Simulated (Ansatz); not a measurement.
How the smallest direct gap on the k points sampled of fluorite CdF₂ moves with the method

No measured value is used here.

```tsv
level (code)	value (eV)	cell (Å³/atom)
LDA+SOC (Ansatz)	3.20	13.03
PBE+SOC (Ansatz)	3.51	13.03
r²SCAN+SOC (Ansatz)	4.22	13.03
B3LYP (VWN-RPA form) (Ansatz)	5.84	13.57
PBE0 (Ansatz)	6.54	13.03
r²SCANh (Ansatz)	5.38	13.03
Hartree–Fock (Ansatz)	15.92	13.51
```

At these levels the smallest gap is indirect and lower: LDA+SOC 2.81, PBE+SOC 3.10, r²SCAN+SOC 3.79, B3LYP (VWN-RPA form) 5.24, PBE0 5.96, r²SCANh 4.83, Hartree–Fock 15.13 eV. Computed values are for a static lattice. Levels without +SOC have no spin–orbit coupling; where heavier elements are present it shifts gaps, mostly down, and can invert bands.  Values are at the measured cell; B3LYP (VWN-RPA form) at the level's own equilibrium cell; Hartree–Fock at the level's own equilibrium cell. Cutoffs and k meshes differ between the levels. Ansatz's density-functional and Hartree–Fock values are scalar-relativistic unless marked +SOC, with PAW data made under PBE.

Ansatz is a program for electronic structure.
